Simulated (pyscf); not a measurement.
A first-order saddle from PySCF, ωB97X-D3(BJ)/def2-SVP:

```
Si
N 1 1.6884
H 2 1.0127 1 123.81
H 2 1.0142 3 115.79 1 -176.35
H 1 1.4896 2 102.32 3 173.80
H 1 1.7023 5 85.64 2 120.31
H 6 0.9250 1 83.14 5 -174.92
Cl 7 1.6823 6 157.80 1 -1.73
Cl 1 2.0495 5 102.26 6 107.04
```
Charge 0, spin multiplicity 1.

Surface: singlet, charge 0. Lowest wavenumbers (cm⁻¹): 951i, 164, 200, 287, 341.

### Question
What reaction is this the transition state of?

### Answer
H₂N–SiH₂–Cl + hydrogen chloride (HCl) <-> H₂N–SiH(Cl)–Cl + hydrogen (H₂), a four-centre exchange read from left to right: H–Si, Cl–H broken and Cl–Si, H–H formed. At ωB97M-D3(BJ)/def2-TZVP it lies +32.3 kcal/mol from the left side and +51.9 kcal/mol from the right (each side as separated species at their lowest minima found). On the reactant side the descent ends in a complex, 4.8 kcal/mol under the separated species and 36.0 kcal/mol under the saddle at ωB97X-D3(BJ)/def2-TZVP. This is the saddle that the search found; another between the same sides may lie lower.
